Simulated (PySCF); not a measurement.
## SO: energy against distance

Set-up: S 6-31G(d,p), O 6-31G(d,p); no relativity (PySCF 2.14). Energies in eV from S + O in their ground configurations at the same level. State: ³Σ⁻ (triplet), unpaired electrons π ↑↑.

All columns are PBE0. A positive dipole means S(−)O(+).

```csv
R (Å),E (eV),μ (D),Mulliken charge on S (basis-dependent),HOMO (eV),LUMO (eV),Mayer bond order,⟨S²⟩
1.297,-3.263,-1.13,0.31,-6.48,-2.07,1.92,2.01
1.357,-4.271,-1.30,0.34,-6.78,-2.37,1.89,2.01
1.417,-4.823,-1.42,0.36,-7.08,-2.67,1.88,2.01
1.463,-5.017,-1.49,0.37,-7.29,-2.88,1.87,2.01
1.508,-5.070,-1.55,0.38,-7.50,-3.09,1.86,2.01
1.553,-5.015,-1.59,0.38,-7.69,-3.29,1.86,2.01
1.614,-4.816,-1.62,0.37,-7.93,-3.55,1.86,2.01
1.689,-4.429,-1.63,0.35,-8.20,-3.84,1.87,2.01
1.779,-3.846,-1.62,0.33,-8.47,-4.16,1.88,2.01
1.900,-2.977,-1.56,0.28,-8.74,-4.53,1.89,2.01
```

A fit through these points gives, at Re = 1.506 Å, μ = -1.55 D and dμ/dR = -1.04 D/Å; the reduced mass is 10.66 u.

Question: How strong is the fundamental in the double-harmonic approximation, I = 42.26·(dμ/dR)²/μred km/mol?

Answer: I = 42.26·(-1.04)²/10.66 = 4.29 km/mol at PBE0.

The state was picked by a PBE0 search and need not be the measured ground state.
